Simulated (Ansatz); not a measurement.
A made-up structure of CH2BO, doublet:

B1  (0.084, -1.023, 0.602)
C2  (0.069, 0.273, -0.189)
O3  (-1.069, -0.397, 0.575)
H4  (0.224, 0.109, -1.250)
H5  (0.693, 1.038, 0.262)
(Å)

It is relaxed with PBE-D4/def2-SVP and then PBE0-D4/def2-TZVP (Ansatz 0.2.0). Atoms count as bonded within 1.22 times the sum of their covalent radii (H–H: 0.88 Å). The end point is not checked to be a true minimum.

Question: Does its bonding change? (A judgement: the text doesn't fix the answer.)

Answer: By the calculation: No: no bond forms or breaks.

Where it ends: The first stage lowers the energy by 0.42 eV in 6 steps. It ends as CH₂BO ([B]1[CH2][O]1):
```
5
angstrom
B 0.0409 -1.0936 0.6587
C 0.2354 0.1688 -0.1767
O -1.0181 -0.3318 0.5196
H 0.1363 0.1640 -1.2569
H 0.6054 1.0925 0.2553
```

Labels in which every atom is bracketed show which atoms are joined, not bond orders.

For scale, one of the runs: PBE0-D4/def2-TZVP relaxation, 105 basis functions, launched by `ansatz run in.yaml --threads 2 --pin off --events-out ev --progress --plain --max-ram 4352MiB`. Hardware: 2 CPU threads of an Arm Neoverse V2, shared host. Wall time about 12 s.
